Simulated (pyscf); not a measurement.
Thermochemistry of product channels of `[CH3][O][SiH3]` + `[OH][SiH3]` on the singlet surface, in eV, from ωB97M-D3(BJ)/def2-TZVP energies (ideal gas, 1 atm, RRHO with modes under 100 cm⁻¹ raised to 100, one conformer, R ln 2 for chiral ones without a mode under 150 cm⁻¹). Single points on ωB97X-D3(BJ)/def2-SVP structures (PySCF, gas phase).

```csv
products,ΔE,ΔH(298 K),ΔG(900 K),ΔG(1200 K)
`[CH4]` + `[OH][SiH2][O][SiH3]`,-2.40,-2.36,-2.12,-2.05
`[OH][SiH2][CH2][O][SiH3]` + `[H][H]`,+0.29,+0.15,+0.59,+0.69
```

These are energies of the channels, which say nothing of barriers. H₃C–O–SiH₃ lies 1.03 eV over its isomer H₃C–SiH₂–OH (electronic energy, ωB97M-D3(BJ)/def2-TZVP). HO–SiH₂–CH₂–O–SiH₃ lies 1.38 eV over its isomer H₃C–O–SiH₂–O–SiH₃ (electronic energy, ωB97M-D3(BJ)/def2-TZVP).
